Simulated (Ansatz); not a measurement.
Grey tin (α-Sn), treated with PBE+SOC (PAW; Ansatz, a quantum-chemistry and plane-wave program).

Input file:

Ansatz 0.2 input:
```yaml
crystal:
  lattice:
    - [0.0, 3.2591622921, 3.2591622921]
    - [3.2591622921, 0.0, 3.2591622921]
    - [3.2591622921, 3.2591622921, 0.0]
  atoms:
    - { symbol: Sn, position: [0.0, 0.0, 0.0] }
    - { symbol: Sn, position: [0.25, 0.25, 0.25] }
basis:
  ecutwfc: 520
  ecutrho_ratio: 4
  xc_grid: 2
kpoints:
  mp_grid: { grid: [10, 10, 10] }
hamiltonian:
  xc: pbe
  dispersion: none
  pseudopotentials: { kind: paw }
scf:
  occupations: { method: fermi_dirac, width: 0.01 }
  convergence: { dr2_threshold: 0.0000000002 }
output:
  forces: true
  stress: true
  eigenvalues: true
magnetization:
  noncollinear: true
  spin_orbit: true
```

**Question.** How many irreducible k-points, plane waves at Γ does the program set up, and what pressure does the run end with?

**Answer.** 47 irreducible k-points, 1837 plane waves at Γ; P = 2.59 GPa, so the cell is compressed on average and its volume would grow at this level.

The run printed, among other lines:

```
Crystal: 2 atoms, lattice volume = 69.239 Å³
Basis set: ecut = 520 eV, 1837 PW (Γ), exchange–correlation on 72×72×72 points (8 copies of the dense FFT grid, shifted against one another)
Bands: 36, of which v1, the nominal top of the filled ones, is band 28 counted from 1 (27 counted from 0)
Symmetry: 48 space group operations + 48 with time reversal
k-points: 47 of 1000
Initial density: superposition of atomic densities (chi_scale 0.1, normalization cell)
Functional: x = pbe(κ = 0.804, μ = 0.2195149727645171), c = pbe(β = 0.06672455060314922)
SCF 1 converged in 8 iterations: F = -12052.697823 eV  dr2 = 1.66e-10
SCF converged after 8 iterations
Free energy (F): -12052.697823 eV
Internal energy: -12052.697715 eV  (E = F + TS)
E sigma→0 (E₀):  -12052.697769 eV
Fermi energy:    7.693686 eV
--- Forces (eV/Å), atoms counted from 1 ---
  atom   1  Sn    -0.00000000    -0.00000000     0.00000000
  atom   2  Sn    -0.00000000    -0.00000000     0.00000000
--- Stress (GPa, compression-positive) ---
        2.591902       0.000000      -0.000000
        0.000000       2.591902      -0.000000
       -0.000000      -0.000000       2.591902
  P = ⅓ Tr σ = 2.5919 GPa (25.919 kbar)
```

The cell is one volume of an energy–volume scan, off the minimum.

Cost on a shared machine: very roughly 17 core-seconds.
